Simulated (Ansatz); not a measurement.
Input file:

```yaml
crystal:
  periodic: [false, false, false]
  atoms:
    - { symbol: Si, position_ang: [-1.42323, 0.694206, -0.814391] }
    - { symbol: Si, position_ang: [0.162422, -0.907955, -0.132456] }
    - { symbol: P, position_ang: [1.70747, -0.024997, 1.176309] }
    - { symbol: H, position_ang: [-2.460972, 0.108328, -1.716378] }
    - { symbol: H, position_ang: [-0.72373, 1.79521, -1.537007] }
    - { symbol: H, position_ang: [-2.094949, 1.257233, 0.392127] }
    - { symbol: H, position_ang: [0.86972, -1.495261, -1.30645] }
    - { symbol: H, position_ang: [-0.48173, -1.989257, 0.666886] }
    - { symbol: H, position_ang: [1.637245, -0.037798, 2.572411] }
    - { symbol: H, position_ang: [2.890854, 0.54919, 0.701948] }
basis:
  gaussian: { orbitals: def2-SVPD }
hamiltonian:
  xc: b3lyp
  dispersion: d4
phonons: {}
```

Run as:

```bash
$ ansatz run input.yaml --threads 2 --pin off --max-ram 3072MiB --backend cpu --events-out ev --progress --plain --runs-dir out
```

Hardware: 2 threads of Intel(R) Xeon(R) 6975P-C (Granite Rapids), on a shared host.

Q: Roughly how long does this run take, and how much memory?

A: 83 s, with a peak of 0.31 GiB, for 0 ionic steps.
